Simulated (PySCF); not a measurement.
**J couplings in [C4H10N]+**

Molfile (atoms numbered from 1):
```
C4H10N
     RDKit          3D

 15 15  0  0  0  0  0  0  0  0999 V2000
   -1.8648   -0.3521    0.2474 N   0  0  0  0  0  0  0  0  0  0  0  0
   -0.8356    0.6346   -0.2381 C   0  0  0  0  0  0  0  0  0  0  0  0
    0.4298   -0.0997   -0.5820 C   0  0  0  0  0  0  0  0  0  0  0  0
    1.2763   -0.6244    0.5476 C   0  0  0  0  0  0  0  0  0  0  0  0
    1.7551    0.5336   -0.2645 C   0  0  0  0  0  0  0  0  0  0  0  0
   -2.7255    0.1135    0.5606 H   0  0  0  0  0  0  0  0  0  0  0  0
   -2.0976   -1.0124   -0.5055 H   0  0  0  0  0  0  0  0  0  0  0  0
   -1.4627   -0.8904    1.0280 H   0  0  0  0  0  0  0  0  0  0  0  0
   -1.2451    1.1589   -1.1027 H   0  0  0  0  0  0  0  0  0  0  0  0
   -0.6553    1.3552    0.5608 H   0  0  0  0  0  0  0  0  0  0  0  0
    0.3737   -0.6946   -1.4842 H   0  0  0  0  0  0  0  0  0  0  0  0
    1.7647   -1.5768    0.4210 H   0  0  0  0  0  0  0  0  0  0  0  0
    0.9633   -0.4302    1.5632 H   0  0  0  0  0  0  0  0  0  0  0  0
    2.5638    0.3792   -0.9591 H   0  0  0  0  0  0  0  0  0  0  0  0
    1.7554    1.5134    0.1855 H   0  0  0  0  0  0  0  0  0  0  0  0
  1  2  1  0
  2  3  1  0
  3  4  1  0
  4  5  1  0
  5  3  1  0
  1  6  1  0
  1  7  1  0
  1  8  1  0
  2  9  1  0
  2 10  1  0
  3 11  1  0
  4 12  1  0
  4 13  1  0
  5 14  1  0
  5 15  1  0
M  CHG  1   1   1
M  END
```

Indirect spin–spin couplings were computed at B3LYP/pcJ-1 (spin–dipole term only in couplings to heteroatoms) (PySCF) on a GFN2-xTB structure, for the isolated molecule, without vibrational or relativistic corrections. Couplings are averaged over pairs made equivalent by symmetry, fast rotation or ring inversion, so a value needn't be that of the named pair in this geometry, while other rotamers aren't included; one pair stands for each set, and the list holds a selection of those of at least 0.8 Hz over up to four bonds.

Isotopes: $^{13}$C, $^{1}$H, $^{15}$N.

| pair | bonds | J (Hz) |
| --- | --- | --- |
| N1, C2 | 1 | -2.6 |
| N1, H6 | 1 | -79.6 |
| C2, C3 | 1 | 44.0 |
| C2, H9 | 1 | 156.2 |
| C3, C4 | 1 | 13.3 |
| C3, H11 | 1 | 172.1 |
| C4, C5 | 1 | 17.0 |
| C4, H12 | 1 | ? |
| C4, H13 | 1 | 167.1 |
| C2, H6 | 2 | ? |
| C3, H9 | 2 | -4.3 |
| C3, H12 | 2 | -1.3 |
| C4, H14 | 2 | -1.9 |
| C4, H15 | 2 | ? |
| H6, H7 | 2 | -13.1 |
| H9, H10 | 2 | ? |
| N1, C4 | 3 | -2.0 |
| C2, H12 | 3 | ? |
| C2, H13 | 3 | ? |
| C3, H6 | 3 | ? |
| H6, H9 | 3 | 6.7 |
| H11, H12 | 3 | 8.6 |
| H11, H13 | 3 | 4.9 |
| H12, H14 | 3 | ? |
| H12, H15 | 3 | 6.9 |
| N1, H12 | 4 | -1.2 |

Estimate the withheld couplings, with signs.

## Answers


- $^{1}J$(C4,H12) = 178.4 Hz (bond length 1.078 Å, sp3 carbon)
- $^{2}J$(C2,H6) = -2.3 Hz
- $^{2}J$(C4,H15) = -2.3 Hz (angle at C5 119°)
- $^{2}J$(H9,H10) = -14.2 Hz (angle at C2 109°)
- $^{3}J$(C2,H12) = 3.9 Hz (mean over equivalent pairs that range from 2.4 to 5.3 Hz in this conformer)
- $^{3}J$(C2,H13) = 7.3 Hz (dihedral angle 2°)
- $^{3}J$(C3,H6) = 3.6 Hz (mean over equivalent pairs that range from 1.1 to 8.1 Hz in this conformer)
- $^{3}J$(H12,H14) = 10.6 Hz (dihedral angle 1°)
